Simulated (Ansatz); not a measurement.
Lattice parameter a (Å) of solids drawn from the class of halides, at two levels: PBE in Ansatz (plane waves, PAW), and HSE06 (Ansatz, a quantum-chemistry and plane-wave program, PAW).

```
solid                     PBE  HSE06  shift (%)
----------------------  -----  -----  ---------
CsCl-type TlCl          3.900  3.883      -0.44
rock-salt AgCl          5.612  5.603      -0.16
fluorite CdF₂           5.481  5.418      -1.15
CsCl-type TlBr          4.053  4.035      -0.44
fluorite SrCl₂          7.041  7.008      -0.47
cubic perovskite KZnF₃  4.128  4.079      -1.19
rock-salt AgBr          5.841  5.830      -0.19
cubic perovskite KMgF₃  4.054  4.005      -1.21
```

The shifts run from -1.21 % to -0.16 %, with a median of -0.46 %.

Over all 8 rows HSE06 is the larger in 0.

Ansatz's runs of these crystals have no spin polarisation.

Spin–orbit coupling is left out, also for the solids with elements from indium on (CsCl-type TlCl, CsCl-type TlBr); its size isn't shown.

Ansatz's density-functional and Hartree–Fock values are scalar-relativistic unless marked +SOC, with PAW data made under PBE.
